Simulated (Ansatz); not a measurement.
# CH4 + SiH2F radical: a complex and its separated parts

Aim: how far the complex at one end of a reaction step lies below its separated, relaxed parts, level by level.

Computed with Ansatz 0.2.0, Gaussian basis. Level: PBE0-D4/def2-TZVP structures, single points in def2-TZVPP, no counterpoise correction.

Levels: SPW92, PBE-D4, BLYP-D4, r2SCAN-D4, B97M-V, PBE0-D4, B3LYP-D4, r2SCAN0-D4, BHLYP-D4, CAM-B3LYP-D4, wB97X-V, wB97M-V, B2PLYP, PBE-QIDH, RPA on PBE, Hartree-Fock, MP2, CCSD, CCSD(T).

Correlated methods freeze the cores. Orbitals are unrestricted. B3LYP uses VWN-RPA correlation. B2PLYP carries no dispersion term here.

21 further runs of the same task are left out: 21 set aside as unsound or not needed.

## (1) The starting structure

The complex: 9 atoms, charge 0, spin multiplicity 2.

Atoms are counted from 1 here; the program's logs count them from 0.

Bond lengths: H1–C4 1.090 Å, Si2–F3 1.605 Å, Si2–H5 1.490 Å, Si2–H6 1.490 Å, C4–H7 1.090 Å, C4–H8 1.089 Å, C4–H9 1.090 Å. Angles: F3–Si2–H5 107.8°, F3–Si2–H6 107.8°, H5–Si2–H6 111.4°, H1–C4–H7 109.4°, H1–C4–H8 109.5°, H1–C4–H9 109.4°, H7–C4–H8 109.6°, H7–C4–H9 109.4°, H8–C4–H9 109.6°.

Coordinates:

```
H     0.9464   -1.4302    0.1447
Si   -0.5832    1.7062    1.2548
F    -1.1272    1.5042   -0.2413
C     0.6571   -1.5888   -0.8944
H     0.1836    2.9830    1.2911
H    -1.7621    1.7530    2.1644
H     0.1621   -2.5551   -0.9883
H    -0.0238   -0.7981   -1.2076
H     1.5470   -1.5742   -1.5235
```

Its parts: CH4 holds atoms 1, 4, 7, 8, 9; SiH2F radical holds atoms 2, 3, 5, 6. Each part counts its atoms afresh in its own runs.

## (2) Relaxing CH4 alone

relax-a/in.yaml reads:

```yaml
crystal:
  periodic: [false, false, false]
  atoms:
    - {symbol: H, position_ang: [0.946386, -1.430211, 0.144672]}
    - {symbol: C, position_ang: [0.657144, -1.588765, -0.894438]}
    - {symbol: H, position_ang: [0.162136, -2.555087, -0.988290]}
    - {symbol: H, position_ang: [-0.023770, -0.798114, -1.207624]}
    - {symbol: H, position_ang: [1.546990, -1.574249, -1.523471]}
basis:
  gaussian: {orbitals: def2-TZVP}
hamiltonian: {xc: pbe0, dispersion: d4}
relax: {f_tol: 0.005, max_steps: 200}
```

The command line of these runs was not kept.

What it wrote, cut to the lines that bear on the results:

```text
Functional definition: PBE0
  name "PBE0"
  cite "Adamo & Barone, J. Chem. Phys. 110, 6158 (1999) doi:10.1063/1.478522"
  cite "Perdew, Burke & Ernzerhof, Phys. Rev. Lett. 77, 3865 (1996) doi:10.1103/PhysRevLett.77.3865"
  parent pbe
[...]
356 factors; their error is unknown
[...]
mean field -1101.35636661 eV, -40.4740999469 hartree, gradient 4.2e-5 eV, S^2 0.000000; 0 other end points of the search recorded, 0 dependent functions left out
[...]
reference -1101.35638652 eV, -40.4741006784 hartree; 5, 5 occupied and 50, 50 virtual orbitals, 356 factors
relax step   1: F+E_penalty+E_count = -1101.37545716 eV  Δ(F+E_penalty+E_count) = +0.000e0 eV  max|allowed force component| = 2.606e-2 eV/Å  Δτ_max = 0.0000 Å  (19 SCF iters, accepted)
[...]
relax step   2: F+E_penalty+E_count = -1101.37547940 eV  Δ(F+E_penalty+E_count) = -2.223e-5 eV  max|allowed force component| = 1.018e-2 eV/Å  Δτ_max = 0.0007 Å  (23 SCF iters, accepted)
[...]
relax step   3: F+E_penalty+E_count = -1101.37548270 eV  Δ(F+E_penalty+E_count) = -3.308e-6 eV  max|allowed force component| = 2.382e-5 eV/Å  Δτ_max = 0.0004 Å  (22 SCF iters, accepted)
356 factors; their error is unknown
[...]
mean field -1101.35639252 eV, -40.4741008988 hartree, gradient 2.2e-5 eV, S^2 0.000000; 1 other end points of the search recorded, 0 dependent functions left out
[...]
reference -1101.35641242 eV, -40.4741016302 hartree; 5, 5 occupied and 50, 50 virtual orbitals, 356 factors
Total energy: -1101.37550261 eV, -40.4748031816 hartree
Atom 0 at     0.946028    -1.429598     0.144803 Å, force    -0.000011     0.000018     0.000005 eV/Å
Atom 1 at     0.657776    -1.589284    -0.893831 Å, force     0.000024    -0.000020     0.000023 eV/Å
Atom 2 at     0.161775    -2.554851    -0.988781 Å, force    -0.000012     0.000012    -0.000016 eV/Å
Atom 3 at    -0.023346    -0.798659    -1.207420 Å, force     0.000013    -0.000019     0.000003 eV/Å
Atom 4 at     1.546654    -1.574034    -1.523922 Å, force    -0.000014     0.000009    -0.000014 eV/Å
Dipole moment:     0.000001    -0.000000     0.000001 e Å
```

Wall time 0.6 s (4 threads, shared host).

Along the way:

```tsv
step	energy from step 1 (eV)	largest force component (eV/Å)
1	0.0000	0.0261
2	0.0000	0.0102
3	0.0000	0.0000
```

Distances of close pairs at the start and the end, largest changes first:

```tsv
bond	before (Å)	after (Å)	change (Å)
H1–C2	1.090	1.090	-0.001
C2–H4	1.089	1.090	+0.000
C2–H5	1.090	1.090	-0.000
C2–H3	1.090	1.090	-0.000
```

## (3) Relaxing SiH2F radical alone

relax-b/in.yaml reads:

```yaml
crystal:
  periodic: [false, false, false]
  atoms:
    - {symbol: Si, position_ang: [-0.583191, 1.706232, 1.254841]}
    - {symbol: F, position_ang: [-1.127211, 1.504240, -0.241275]}
    - {symbol: H, position_ang: [0.183614, 2.982958, 1.291065]}
    - {symbol: H, position_ang: [-1.762098, 1.752996, 2.164422]}
basis:
  gaussian: {orbitals: def2-TZVP}
magnetization: {spin_polarized: true, initial_magnetization: 1}
hamiltonian: {xc: pbe0, dispersion: d4}
relax: {f_tol: 0.005, max_steps: 200}
```

What it wrote, cut to the lines that bear on the results:

```text
[... 5 set-up lines as earlier in the session ...]
[...]
512 factors; their error is unknown
[...]
mean field -10622.45409619 eV, -390.3679878771 hartree, gradient 8.8e-5 eV, S^2 0.751873; 0 other end points of the search recorded, 0 dependent functions left out
[...]
reference -10622.45412151 eV, -390.3679888073 hartree; 13, 12 occupied and 67, 68 virtual orbitals, 512 factors
relax step   1: F+E_penalty+E_count = -10622.48586434 eV  Δ(F+E_penalty+E_count) = +0.000e0 eV  max|allowed force component| = 3.848e-2 eV/Å  Δτ_max = 0.0000 Å  (24 SCF iters, accepted)
[...]
relax step   3: F+E_penalty+E_count = -10622.48590335 eV  Δ(F+E_penalty+E_count) = -9.764e-6 eV  max|allowed force component| = 7.710e-3 eV/Å  Δτ_max = 0.0005 Å  (20 SCF iters, accepted)
[...]
relax step   4: F+E_penalty+E_count = -10622.48590475 eV  Δ(F+E_penalty+E_count) = -1.405e-6 eV  max|allowed force component| = 1.598e-4 eV/Å  Δτ_max = 0.0003 Å  (20 SCF iters, accepted)
512 factors; their error is unknown
[...]
mean field -10622.45413498 eV, -390.3679893026 hartree, gradient 1.6e-5 eV, S^2 0.751873; 1 other end points of the search recorded, 0 dependent functions left out
[...]
reference -10622.45416031 eV, -390.3679902334 hartree; 13, 12 occupied and 67, 68 virtual orbitals, 512 factors
Total energy: -10622.48593008 eV, -390.3691577509 hartree
Atom 0 at    -0.584212     1.706865     1.253542 Å, force     0.000086    -0.000160    -0.000073 eV/Å
Atom 1 at    -1.126864     1.503433    -0.241781 Å, force    -0.000029    -0.000017    -0.000066 eV/Å
Atom 2 at     0.183660     2.982857     1.292060 Å, force     0.000071     0.000149     0.000030 eV/Å
Atom 3 at    -1.761470     1.753270     2.165232 Å, force    -0.000128     0.000028     0.000109 eV/Å
Dipole moment:     0.081054     0.038998     0.235481 e Å
```

Run time: 1.9 s. Hardware: 4 threads, shared host; peak memory 0.14 GiB.

The steps of the relaxation:

```tsv
step	energy from step 1 (eV)	largest force component (eV/Å)
1	0.0000	0.0385
2	0.0000	0.0220
3	0.0000	0.0077
4	0.0000	0.0002
```

Distances of close pairs at the start and the end, largest changes first:

```tsv
bond	before (Å)	after (Å)	change (Å)
Si1–F2	1.605	1.604	-0.001
Si1–H4	1.490	1.490	-0.000
Si1–H3	1.490	1.490	-0.000
```

## (4) wB97M-V/def2-TZVPP

parta/in.yaml reads:

```yaml
crystal:
  periodic: [false, false, false]
  atoms:
    - {symbol: H, position_ang: [0.946028, -1.429598, 0.144803]}
    - {symbol: C, position_ang: [0.657776, -1.589284, -0.893831]}
    - {symbol: H, position_ang: [0.161775, -2.554851, -0.988781]}
    - {symbol: H, position_ang: [-0.023346, -0.798659, -1.207420]}
    - {symbol: H, position_ang: [1.546654, -1.574034, -1.523922]}
basis:
  gaussian: {orbitals: def2-TZVPP}
hamiltonian: {xc: {name: wB97M-V}}
```

partb/in.yaml reads:

```yaml
crystal:
  periodic: [false, false, false]
  atoms:
    - {symbol: Si, position_ang: [-0.584212, 1.706865, 1.253542]}
    - {symbol: F, position_ang: [-1.126864, 1.503433, -0.241781]}
    - {symbol: H, position_ang: [0.183660, 2.982857, 1.292060]}
    - {symbol: H, position_ang: [-1.761470, 1.753270, 2.165232]}
basis:
  gaussian: {orbitals: def2-TZVPP}
magnetization: {spin_polarized: true, initial_magnetization: 1}
hamiltonian: {xc: {name: wB97M-V}}
```

parta printed, cut to the lines that bear on the results:

```text
Functional definition: wB97M-V
  name "wB97M-V"
  cite "Mardirossian & Head-Gordon, J. Chem. Phys. 144, 214110 (2016) doi:10.1063/1.4952647"
  cite "Becke, J. Chem. Phys. 107, 8554 (1997) doi:10.1063/1.475007"
  cite "Vydrov & Van Voorhis, J. Chem. Phys. 133, 244103 (2010) doi:10.1063/1.3521275"
  # Of w^i u^j: cxij and so on, Table III.
[...]
  gx(w, u) = 1 - cx + cx01*u + cx10*w
  gss(w, u) = css00 + css04*u^4 + css10*w + css20*w^2 + css43*w^4*u^3
  gos(w, u) = cos00 + cos10*w + (cos20 + cos21*u)*w^2 + (cos60 + cos61*u)*w^6
[...]
      + integral(e_c_pw_mod_opposite_spin*gos(b97_w_opposite, b97_u_opposite)) + vv10(b, c)
416 factors; their error is unknown
123 factors; integrals over basis functions are off by at most 1.3e-5 eV
[...]
mean field -1101.86517564 eV, -40.4927983336 hartree, gradient 1.9e-5 eV, S^2 0.000000; 0 other end points of the search recorded, 0 dependent functions left out
reference -1101.86520818 eV, -40.4927995296 hartree; 5, 5 occupied and 82, 82 virtual orbitals, 416 factors
Total energy: -1101.86520818 eV, -40.4927995296 hartree
```

Log of partb, cut to the lines that bear on the results:

```text
[... 5 set-up lines as earlier in the session ...]
  # Of w^i u^j: cxij and so on, Table III.
[...]
  gx(w, u) = 1 - cx + cx01*u + cx10*w
  gss(w, u) = css00 + css04*u^4 + css10*w + css20*w^2 + css43*w^4*u^3
  gos(w, u) = cos00 + cos10*w + (cos20 + cos21*u)*w^2 + (cos60 + cos61*u)*w^6
[...]
      + integral(e_c_pw_mod_opposite_spin*gos(b97_w_opposite, b97_u_opposite)) + vv10(b, c)
565 factors; their error is unknown
121 factors; integrals over basis functions are off by at most 1.2e-5 eV
[...]
mean field -10626.97233507 eV, -390.5340300934 hartree, gradient 1.2e-5 eV, S^2 0.750866; 0 other end points of the search recorded, 0 dependent functions left out
reference -10626.97237188 eV, -390.5340314459 hartree; 13, 12 occupied and 88, 89 virtual orbitals, 565 factors
Total energy: -10626.97237188 eV, -390.5340314459 hartree
```

They took 0.6 s (parta), 1.7 s (partb) on 4 threads, shared host; peak memory 0.24 GiB.

## (5) CCSD(T)/def2-TZVPP

parta/in.yaml, as its differences from that of step 4:

```diff
@@ -10,2 +10,2 @@
   gaussian: {orbitals: def2-TZVPP}
-hamiltonian: {xc: {name: wB97M-V}}
+correlation: {method: ccsd_t}
```

partb/in.yaml, as its differences from that of step 4:

```diff
@@ -10,2 +10,3 @@
 magnetization: {spin_polarized: true, initial_magnetization: 1}
-hamiltonian: {xc: {name: wB97M-V}}
+correlation: {method: ccsd_t}
+scf: {omitted_lower_state_checks: [cluster_reference]}
```

Output in parta, cut to the lines that bear on the results:

```text
Functional definition: HF
  name "HF"
  cite "Fock, Z. Phys. 61, 126 (1930) doi:10.1007/BF01340294"
[... 1 set-up line as earlier in the session ...]
[...]
482 factors; integrals over basis functions are off by at most 8.4e-4 eV
[...]
mean field -1094.28756651 eV, -40.2143263345 hartree, gradient 9.5e-7 eV, S^2 0.000000; 0 other end points of the search recorded, 0 dependent functions left out
1 core orbitals not correlated: weight in the atoms' cores, before any rotation towards them, 1.000 or more for the frozen orbitals, at most 0.000 for the correlated occupied ones
reference -1094.28756651 eV, -40.2143263345 hartree; 4, 4 occupied and 82, 82 virtual orbitals, 482 factors
second order -5.38053059 eV of doubles, -0.00000000 eV of singles
cycle   1  -5.77368443 eV  change   -3.9e-1 eV  update   4.2e-2
[...]
cycle   8  -5.93358103 eV  change   -1.8e-7 eV  update   1.3e-6
perturbative correction -0.16938468 eV, -0.0062247721 hartree
Total energy: -1100.39053222 eV, -40.4386061876 hartree
```

Log of partb, cut to the lines that bear on the results:

```text
[... 4 set-up lines as earlier in the session ...]
[...]
600 factors; integrals over basis functions are off by at most 1.1e-3 eV
[...]
mean field -10601.73042038 eV, -389.6064068381 hartree, gradient 1.1e-6 eV, S^2 0.753650; 0 other end points of the search recorded, 0 dependent functions left out
6 core orbitals not correlated: weight in the atoms' cores, before any rotation towards them, 1.000 or more for the frozen orbitals, at most 0.000 for the correlated occupied ones
reference -10601.73042038 eV, -389.6064068381 hartree; 7, 6 occupied and 88, 89 virtual orbitals, 600 factors
second order -9.68581091 eV of doubles, -0.00000000 eV of singles
cycle   1  -9.85907623 eV  change   -1.7e-1 eV  update   7.2e-2
[...]
cycle  10  -10.17430618 eV  change    1.2e-5 eV  update   1.2e-5
perturbative correction -0.27956857 eV, -0.0102739555 hartree
Total energy: -10612.18429514 eV, -389.9905796495 hartree
Checks for a lower state left out: cluster_reference
```

Wall times: 0.35 s (parta), 1.6 s (partb) on 4 threads, shared host; peak memory 0.48 GiB.

## (6) Vibrations of CH4

vib-parta/in.yaml reads:

```yaml
crystal:
  periodic: [false, false, false]
  atoms:
    - {symbol: H, position_ang: [0.946028, -1.429598, 0.144803]}
    - {symbol: C, position_ang: [0.657776, -1.589284, -0.893831]}
    - {symbol: H, position_ang: [0.161775, -2.554851, -0.988781]}
    - {symbol: H, position_ang: [-0.023346, -0.798659, -1.207420]}
    - {symbol: H, position_ang: [1.546654, -1.574034, -1.523922]}
basis:
  gaussian: {orbitals: def2-TZVP}
hamiltonian: {xc: pbe0, dispersion: d4}
phonons: {temperatures: {t_min: 298.15, t_max: 900, t_step: 200}}
```

What it wrote, cut to the lines that bear on the results:

```text
[... 5 set-up lines as earlier in the session ...]
[...]
356 factors; their error is unknown
[...]
mean field -1101.35639252 eV, -40.4741008989 hartree, gradient 1.7e-5 eV, S^2 0.000000; 0 other end points of the search recorded, 0 dependent functions left out
[...]
reference -1101.35641242 eV, -40.4741016303 hartree; 5, 5 occupied and 50, 50 virtual orbitals, 356 factors
[...]
356 factors; their error is unknown
[...]
mean field -1101.35629213 eV, -40.4740972097 hartree, gradient 1.4e-6 eV, S^2 0.000000; 0 other end points of the search recorded, 0 dependent functions left out
[...]
reference -1101.35631204 eV, -40.4740979414 hartree; 5, 5 occupied and 50, 50 virtual orbitals, 356 factors
[...]
356 factors; their error is unknown
mean field -1101.35634161 eV, -40.4740990281 hartree, gradient 1.4e-6 eV, S^2 0.000000; 0 other end points of the search recorded, 0 dependent functions left out
[...]
reference -1101.35636152 eV, -40.4740997596 hartree; 5, 5 occupied and 50, 50 virtual orbitals, 356 factors
Total energy: -1101.37550261 eV, -40.4748031817 hartree
Atom 0 at     0.946028    -1.429598     0.144803 Å, force    -0.000012     0.000001     0.000018 eV/Å
Atom 1 at     0.657776    -1.589284    -0.893831 Å, force    -0.000001    -0.000000    -0.000000 eV/Å
Atom 2 at     0.161775    -2.554851    -0.988781 Å, force     0.000002     0.000031    -0.000002 eV/Å
Atom 3 at    -0.023346    -0.798659    -1.207420 Å, force     0.000009    -0.000029     0.000006 eV/Å
Atom 4 at     1.546654    -1.574034    -1.523922 Å, force     0.000002    -0.000002    -0.000021 eV/Å
Dipole moment:     0.000000     0.000000     0.000000 e Å
Vibrations: 1326.41 1326.42 1326.43 1551.06 1551.06 3046.93 3167.78 3167.81 3167.83 cm⁻¹, zero-point energy 1.217012 eV
```

Run time: 1.1 s. Hardware: 4 threads, shared host.

Wavenumbers and character of the modes:

```tsv
mode	wavenumber (cm⁻¹)	character
1	1326	bend
2	1326	bend
3	1326	bend
4	1551	bend
5	1551	bend
6	3047	C–H stretch
7	3168	C–H stretch
8	3168	C–H stretch
9	3168	C–H stretch
```

Vibrational sums (real modes only):

```tsv
T (K)	entropy (J/mol/K)	heat capacity (J/mol/K)
298	0.4	2.2
498	3.7	12.5
698	9.8	23.6
898	16.9	33.1
```

## (7) Vibrations of SiH2F radical

vib-partb/in.yaml reads:

```yaml
crystal:
  periodic: [false, false, false]
  atoms:
    - {symbol: Si, position_ang: [-0.584212, 1.706865, 1.253542]}
    - {symbol: F, position_ang: [-1.126864, 1.503433, -0.241781]}
    - {symbol: H, position_ang: [0.183660, 2.982857, 1.292060]}
    - {symbol: H, position_ang: [-1.761470, 1.753270, 2.165232]}
basis:
  gaussian: {orbitals: def2-TZVP}
magnetization: {spin_polarized: true, initial_magnetization: 1}
hamiltonian: {xc: pbe0, dispersion: d4}
phonons: {temperatures: {t_min: 298.15, t_max: 900, t_step: 200}}
```

What it wrote, cut to the lines that bear on the results:

```text
[... 5 set-up lines as earlier in the session ...]
[...]
512 factors; their error is unknown
[...]
mean field -10622.45413497 eV, -390.3679893023 hartree, gradient 8.7e-5 eV, S^2 0.751873; 0 other end points of the search recorded, 0 dependent functions left out
[...]
reference -10622.45416031 eV, -390.3679902332 hartree; 13, 12 occupied and 67, 68 virtual orbitals, 512 factors
[...]
512 factors; their error is unknown
[...]
mean field -10622.45409268 eV, -390.3679877479 hartree, gradient 7.8e-7 eV, S^2 0.751873; 0 other end points of the search recorded, 0 dependent functions left out
[...]
reference -10622.45411799 eV, -390.3679886781 hartree; 13, 12 occupied and 67, 68 virtual orbitals, 512 factors
[...]
reference -10622.45415361 eV, -390.3679899871 hartree; 13, 12 occupied and 67, 68 virtual orbitals, 512 factors
[...]
512 factors; their error is unknown
mean field -10622.45412887 eV, -390.3679890780 hartree, gradient 1.8e-6 eV, S^2 0.751873; 0 other end points of the search recorded, 0 dependent functions left out
[...]
reference -10622.45415420 eV, -390.3679900089 hartree; 13, 12 occupied and 67, 68 virtual orbitals, 512 factors
Total energy: -10622.48593008 eV, -390.3691577507 hartree
Atom 0 at    -0.584212     1.706865     1.253542 Å, force     0.000076    -0.000180    -0.000084 eV/Å
Atom 1 at    -1.126864     1.503433    -0.241781 Å, force    -0.000019    -0.000013    -0.000061 eV/Å
Atom 2 at     0.183660     2.982857     1.292060 Å, force     0.000075     0.000162     0.000026 eV/Å
Atom 3 at    -1.761470     1.753270     2.165232 Å, force    -0.000132     0.000031     0.000119 eV/Å
Dipole moment:     0.081055     0.038999     0.235481 e Å
Vibrations: 704.07 790.39 877.07 921.74 2176.91 2217.88 cm⁻¹, zero-point energy 0.476599 eV
```

Wall time 4.2 s (4 threads, shared host).

Wavenumbers and character of the modes:

```tsv
mode	wavenumber (cm⁻¹)	character
1	704	bend
2	790	bend
3	877	Si–F stretch
4	922	bend
5	2177	Si–H stretch
6	2218	Si–H stretch
```

Vibrational sums (real modes only):

```tsv
T (K)	entropy (J/mol/K)	heat capacity (J/mol/K)
298	3.3	10.5
498	11.7	22.4
698	20.6	30.0
898	28.8	35.3
```

## (8) Complex less separated parts

The complex's own energies come from single points at the same levels. Levels not printed above were run the same way.

Rows are in def2-TZVPP; times add the 3 runs of a level on a shared host, so small differences are noise.

Differences are taken before rounding.

```tsv
method	rung	complex less parts (kJ/mol)	from CCSD(T) (kJ/mol)	time
SPW92	LDA	-6.03	-3.63	1.1 s
PBE-D4	GGA	-4.55	-2.15	1.9 s
BLYP-D4	GGA	-3.53	-1.13	1.9 s
r2SCAN-D4	meta-GGA	-3.29	-0.89	4 s
B97M-V	meta-GGA	-3.58	-1.18	7 s
PBE0-D4	hybrid	-3.90	-1.50	2.3 s
B3LYP-D4	hybrid	-3.75	-1.36	2.3 s
r2SCAN0-D4	hybrid	-3.33	-0.93	4.2 s
BHLYP-D4	hybrid	-3.85	-1.45	2.3 s
CAM-B3LYP-D4	range-separated hybrid	-3.89	-1.49	2.7 s
wB97X-V	range-separated hybrid	-3.05	-0.65	6.7 s
wB97M-V	range-separated hybrid	-2.69	-0.29	7.1 s
B2PLYP	double hybrid	-0.79	+1.61	3.4 s
PBE-QIDH	double hybrid	-1.49	+0.90	3.1 s
RPA on PBE	RPA	-1.64	+0.76	3.4 s
Hartree-Fock	wavefunction	1.49	+3.89	
MP2	wavefunction	-2.05	+0.35	
CCSD	wavefunction	-1.87	+0.53	
CCSD(T)	wavefunction	-2.40	0	72 s
```

Among the levels timed on like hardware and quicker than the yardstick, those that no quicker one beats, quickest first: SPW92 (1.1 s, -3.63 kJ/mol); BLYP-D4 (1.9 s, -1.13 kJ/mol); PBE-QIDH (3.1 s, +0.90 kJ/mol); RPA on PBE (3.4 s, +0.76 kJ/mol); wB97X-V (6.7 s, -0.65 kJ/mol); wB97M-V (7.1 s, -0.29 kJ/mol).

wB97M-V reaches 0.29 kJ/mol from the reference in 7.1 s, where CCSD(T) took 72 s; the quickest level in the cost chart, SPW92, takes 1.1 s and misses by 3.63 kJ/mol.

The complex's zero-point energy, from a separate PBE0-D4 run, is 1.708 eV.

## (9) Results

```
                              quantity         value
complex less parts, CCSD(T)/def2-TZVPP  -2.40 kJ/mol
                with zero-point energy  -0.98 kJ/mol
                 largest T1 diagnostic         0.014
```

**Reading.** At CCSD(T) the complex lies 2.40 kJ/mol below its parts. Among the functionals wB97M-V lands nearest to CCSD(T) (-0.29 kJ/mol) and SPW92 farthest (-3.63 kJ/mol). By rung, the mean size of the error is: LDA 3.63, GGA 1.64, meta-GGA 1.03, hybrid 1.31, range-separated hybrid 0.81, double hybrid 1.26 kJ/mol. PBE-D4 gives a relative energy 2.15 kJ/mol too low, an error of 90 % of the reference. The complex's frequency run has imaginary modes: the structure is no minimum, so both the energy and the zero-point correction are in doubt. No counterpoise was applied, and triple zeta lacks some correlation, so the CCSD(T) reference has a basis error of its own, and close matches with it are partly luck.
